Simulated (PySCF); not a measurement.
Compound: C5H12N (charge +1).
Atom-mapped SMILES: `[CH2:1]=[CH:2][N+:3]([CH3:4])([CH3:5])[CH3:6]` (hydrogens: H7, H8 on C1; H9 on C2; H10, H11, H12 on C4; H13, H14, H15 on C5; H16, H17, H18 on C6)

The same species was optimised twice, with GFN2-xTB and with PBE0-D3(BJ)/def2-SVP (PySCF), and the same property calculations (PySCF, gas phase) were run on both structures.

```csv
coordinate,GFN2-xTB,PBE0-D3(BJ)/def2-SVP,change
N3–C6 (Å),1.478,1.498,+0.020
N3–C4 (Å),1.478,1.498,+0.020
N3–C5 (Å),1.473,1.489,+0.016
C1=C2 (Å),1.315,1.324,+0.009
C2–N3 (Å),1.468,1.476,+0.008
C1–C2–N3 (°),126.5,125.5,-1.0
C4–N3–C6 (°),109.7,109.4,-0.3
C2–N3–C5 (°),112.9,113.1,+0.2
C2–N3–C4 (°),107.8,108.0,+0.2
C2–N3–C6 (°),108.1,108.0,-0.1
C4–N3–C5 (°),109.3,109.2,-0.1
C5–N3–C6 (°),109.1,109.1,0.0
C1–C2–N3–C4 (°),-120,-120,0
```

Rotational constants: A = 4733, B = 2858, C = 2800 MHz (GFN2-xTB) against A = 4650, B = 2822, C = 2763 MHz (PBE0-D3(BJ)/def2-SVP). Atoms that the bonding makes alike are paired by their places after alignment.

On the GFN2-xTB structure: HOMO (eV) -13.06 [PBE0/pcSseg-1]; LUMO (eV) -4.75 [PBE0/pcSseg-1]; GIAO shielding of C1 (ppm) 62.1 [PBE0/pcSseg-1]; GIAO shielding of C2 (ppm) 39.2 [PBE0/pcSseg-1]; GIAO shielding of N3 (ppm) 188.1 [PBE0/pcSseg-1]; GIAO shielding of C4/C5/C6 (mean) (ppm) 133.2 [PBE0/pcSseg-1].

Q: What do these properties become on the PBE0-D3(BJ)/def2-SVP structure?

A: 
```tsv
property	level	on GFN2-xTB	on PBE0-D3(BJ)/def2-SVP	change
HOMO (eV)	PBE0/pcSseg-1	-13.06	-12.99	+0.07
LUMO (eV)	PBE0/pcSseg-1	-4.75	-4.79	-0.04
energy, GFN2-xTB geometry as zero (kcal/mol)	PBE0/pcSseg-1	0.0	-0.9	-0.9
GIAO shielding of C1 (ppm)	PBE0/pcSseg-1	62.1	59.4	-2.7
GIAO shielding of C2 (ppm)	PBE0/pcSseg-1	39.2	36.6	-2.6
GIAO shielding of N3 (ppm)	PBE0/pcSseg-1	188.1	180.6	-7.5
GIAO shielding of C4/C5/C6 (mean) (ppm)	PBE0/pcSseg-1	133.2	129.2	-4.0
```

The heavy atoms differ by 0.015 Å rms after alignment (one structure mirrored). Among bonds between heavy atoms N3–C4 and N3–C6 change most and about equally (+0.020 Å). Changes are differences of the printed values. Neither structure is proved a minimum here. Geometry: PBE0-D3(BJ)/def2-SVP; no solvent, vibrations or thermal averaging.

Shape of the structure used: `[CH2:1]=[CH:2][N+:3]([CH3:4])([CH3:5])[CH3:6]`: C1–C2–N3–C4 -120°.
